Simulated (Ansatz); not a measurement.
# What a trial cell of KTi2 relaxes into

Computed with DFT PBE, scalar-relativistic, plane waves, PAW in Ansatz. Cutoff 420 eV, Γ-centred k mesh, Gaussian smearing, no spin polarisation in the final step.

The start puts KTi2 on the fluorite structure type (Fm-3m, No. 225), with K in place of Ca, Ti in place of F, at a guessed volume.

```
K Ti
1.0
     0.00000    3.18008    3.18008
     3.18008    0.00000    3.18008
     3.18008    3.18008    0.00000
K Ti
1 2
Direct
  0.00000 0.00000 0.00000
  0.25000 0.25000 0.25000
  0.75000 0.75000 0.75000
```

Cell and atoms relax at zero pressure; the relaxation can't lower the symmetry of the start. After a coarse first stage the cell is made exact in the group found at 0.06 Å.

The zero of energy is the elements' standard structures at the same level; no fitted shifts are applied.

(1) Which crystal results?

(2) What are its volume, energy, density and gap?

Answers

(1) It keeps Fm-3m (No. 225). The result has the fluorite structure. Conventional cell: a = 6.873 Å. K has 8 Ti at 2.98 Å; Ti is coordinated by 4 K at 2.98 Å and 6 Ti at 3.44 Å.

```cif
data_structure
_symmetry_space_group_name_H-M 'Fm-3m'
_symmetry_Int_Tables_number 225
_cell_length_a 6.8727
_cell_length_b 6.8727
_cell_length_c 6.8727
_cell_angle_alpha 90.000
_cell_angle_beta 90.000
_cell_angle_gamma 90.000
_cell_volume 324.62
loop_
_atom_site_label
_atom_site_type_symbol
_atom_site_symmetry_multiplicity
_atom_site_Wyckoff_symbol
_atom_site_fract_x
_atom_site_fract_y
_atom_site_fract_z
_atom_site_occupancy
K1 K 4 a 0.00000 0.00000 0.00000 1
Ti1 Ti 8 c 0.25000 0.75000 0.75000 1
```

(2) The volume per atom is 27.05 Å³. The density is 2.76 g/cm³ and the energy over the elements is 2.25 eV/atom. The gap on the 12×12×12 mesh is 0 eV (a metal).

The final run used a 12×12×12 mesh on its 3-atom cell and 0.10 eV smearing. For metals, differences of a few meV/atom aren't resolved. A structure relaxed within its symmetry needn't be a true minimum. The steps took of the order of 24 core-seconds in all.

Cost: 3 runs of about 0.41 core-minutes in all, on Intel Xeon 6975P-C (Granite Rapids) (shared hosts).